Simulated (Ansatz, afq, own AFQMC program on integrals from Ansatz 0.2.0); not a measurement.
# BH$_{3}$Br, doublet in cc-pVTZ, levels against AFQMC with the constraint released

```xyz
5

Br   -0.4753    0.0000    0.0000
H     0.9453    0.0000    0.0000
B     2.8067    0.0000    0.0000
H     3.3158    0.0000    1.0770
H     3.3158    0.0000   -1.0770
```

Connectivity, by distances: BrH ··· BH2.

Basis cc-pVTZ. Noble-gas cores (and the filled d shells of Ga–Kr and In–Xe) are frozen. Ansatz 0.2.0 and our own AFQMC program on the same integrals; the CISD trial comes from CCSD amplitudes, and released means the phaseless constraint is let go. Error bars are statistical, one sigma. No spin–orbit coupling.

Determinant: UHF, the one that the program's search chose, which needn't be the lowest solution. The geometry is a point of a scan.

No full CI on the walks' own integrals is used here. The released AFQMC energy serves as the reference, which it does only where one determinant dominates, the energy is flat over the last release times and near the phaseless one (40 meV or 2 meV an electron, half that with transition metals). On small molecules, where full CI could be run and the noise was under 10 meV, such values lay within 10 meV of it in 19 cases of 20, a flattering rate, since the rule was set on those same cases; what remains of the bias isn't in the error bar.

Cautions: no relativity below Rb; no spin-orbit coupling; inner d shell frozen; the released value is read at 2.40 1/Eh (meV from the phaseless value at times in 1/Eh: -1 ± 7 at 0.24, -9 ± 4 at 0.51, -15 ± 5 at 0.99, -18 ± 7 at 1.62, -19 ± 9 at 2.40).

```
T1 diagnostic                               : 0.0104
weight of the determinant in the CISD state : 0.876
⟨S²⟩ of the determinant                     : 0.762
size of the correlated space                : 13 electrons in 100 orbitals
```

```
  level  correlation energy (eV)
    MP2                  -7.1932
   CCSD                  -8.1838
CCSD(T)                  -8.4411
```

Task: Estimate where phaseless AFQMC with the Hartree–Fock trial lies against CCSD(T) on the same integrals.

Result: 0.83 ± 0.64 kcal/mol below CCSD(T). The gap is under twice the noise, so this walk alone can't tell the two apart.

Reference: AFQMC with the constraint released, correlation energy -8.480 ± 0.009 eV.

| level | E − E(reference) (kcal/mol) | share of correlation (%) |
| --- | --- | --- |
| CCSD(T) | 0.89 ± 0.22 | 99.55 |
| ph-AFQMC/HF | 0.05 ± 0.68 | 99.97 |
| ph-AFQMC/CISD | 0.43 ± 0.25 | 99.78 |

A walk keeps the symmetry of its determinant, which the program's search chose and which needn't be the lowest solution, so a lower state of the same spin and another symmetry isn't excluded. Released energies are given only where the last usable release times agree within the noise; a slower fall can still hide under it.
